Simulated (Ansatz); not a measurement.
**C2H3FOS: small, medium and large basis sets**

An exercise on one series of results from a longer session: the logs are not shown, and one member is left open.

The runs use Ansatz 0.2.0, Gaussian basis; one geometry, several basis sets.

Levels to be run: PBE0-D4/def2-SVP; ωB97M-V/def2-SVP; PBE0-D4/def2-QZVPP; ωB97M-V/def2-QZVPP; the functionals' def2-TZVPP values are taken from earlier runs.

## The geometry

An earlier PBE0-D4 in a triple-zeta def2 set relaxation fixed the geometry.

8 atoms, charge 0, spin multiplicity 1.

Atoms are counted from 1 here; the program's logs count them from 0.

Bond lengths: O1–C2 1.193 Å, C2–C3 1.525 Å, C2–H6 1.108 Å, C3–F4 1.386 Å, C3–S5 1.779 Å, C3–H7 1.096 Å, S5–H8 1.344 Å. Angles: O1–C2–C3 125.4°, O1–C2–H6 122.3°, C3–C2–H6 112.3°, C2–C3–F4 105.2°, C2–C3–S5 114.5°, C2–C3–H7 109.0°, F4–C3–S5 113.4°, F4–C3–H7 106.7°, S5–C3–H7 107.7°, C3–S5–H8 95.2°.

The first run:

Contents of in.yaml:

```yaml
crystal:
  periodic: [false, false, false]
  atoms:
    - {symbol: O, position_ang: [-0.684543, 1.591532, -0.400234]}
    - {symbol: C, position_ang: [-0.094748, 0.916677, 0.387551]}
    - {symbol: C, position_ang: [0.443689, -0.484860, 0.122849]}
    - {symbol: F, position_ang: [0.077766, -1.229153, 1.233167]}
    - {symbol: S, position_ang: [-0.088816, -1.201814, -1.415814]}
    - {symbol: H, position_ang: [0.098062, 1.251002, 1.426365]}
    - {symbol: H, position_ang: [1.539069, -0.450276, 0.113266]}
    - {symbol: H, position_ang: [-1.198379, -0.450207, -1.522949]}
basis:
  gaussian: {orbitals: def2-SVP}
hamiltonian: {xc: pbe0, dispersion: d4}
output: {orbitals: {seedname: orbitals}}
```

Launch:

```
> ansatz run in.yaml --threads 2 --pin off --events-out ev --progress --plain --max-ram 4352MiB
```

Steps of the session up to this table: PBE0-D4 in def2-SVP; ωB97M-V in def2-SVP; PBE0-D4 in def2-QZVPP; ωB97M-V in def2-QZVPP.

One table of the session follows, with a row left open; its other results are not shown here.

```
functional       basis  HOMO (eV)
   PBE0-D4    def2-SVP      -7.61
   PBE0-D4  def2-TZVPP      -7.76
   PBE0-D4  def2-QZVPP      -7.80
   ωB97M-V    def2-SVP      -9.84
   ωB97M-V  def2-TZVPP     -10.01
   ωB97M-V  def2-QZVPP          ?
```

Estimate the missing values for ωB97M-V, def2-QZVPP.

As computed: HOMO (eV): -10.06. In the column «HOMO (eV)» it is the lowest.
